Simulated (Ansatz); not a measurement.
Reaction (SMILES): OB(O)O[SiH3] [silyloxyboronic acid] → O[B]O[SiH3] + [OH] (HO) (the B-O bond breaks)

Wanted: bond dissociation energy (electronic), in kcal/mol. Set-up: open shells spin-unrestricted; LANL2DZ with its own core potentials from Na on; spin-orbit terms left out; valence correlation only; non-relativistic; 6-31G* and kin with 6d, 5d where marked; 6-311+G** with 5d, 6d on Na to Ar in Ansatz (a first-principles code). CBS(X,Y): correlation extrapolated as X^-3; Hartree-Fock from the larger set. First-principles rows: single points at B3LYP-D3(BJ) geometries (Ansatz).

Coupled cluster (Ansatz) is a level with limits of its own, used here on species with T1 under 0.025 (0.045 for open shells) and stable references: CCSD(T)/CBS(cc-pV(T+d)Z,cc-pV(Q+d)Z).

Value to compare with, CCSD(T)/CBS(cc-pV(T+d)Z,cc-pV(Q+d)Z) (Ansatz): 148.5 kcal/mol.

| level | program | bond dissociation energy (electronic) (kcal/mol) | difference |
|---|---|---|---|
| MP2/STO-3G | Ansatz | 135.5 | -13.0 |
| MP2/3-21G | Ansatz | 141.1 | -7.4 |
| MP2/LANL2DZ | Ansatz | 131.3 | -17.2 |
| MP2/6-31G* | Ansatz | 148.7 | 0.2 |
| MP2/6-311+G** | Ansatz | 146.7 | -1.8 |

Among the 5 habitual levels, MP2/LANL2DZ lies farthest from CCSD(T)/CBS(cc-pV(T+d)Z,cc-pV(Q+d)Z) (Ansatz) (-17.2 kcal/mol) and MP2/6-31G* nearest (0.2); 1 of 5 lie above it, and their mean absolute difference is 7.9 kcal/mol, the median 7.4. One case shows no general order.

The sets are all those run for this method; left out are runs that failed, that the program found above a lower state of the same kind, or whose <S^2> lies over 0.5 above the pure value.
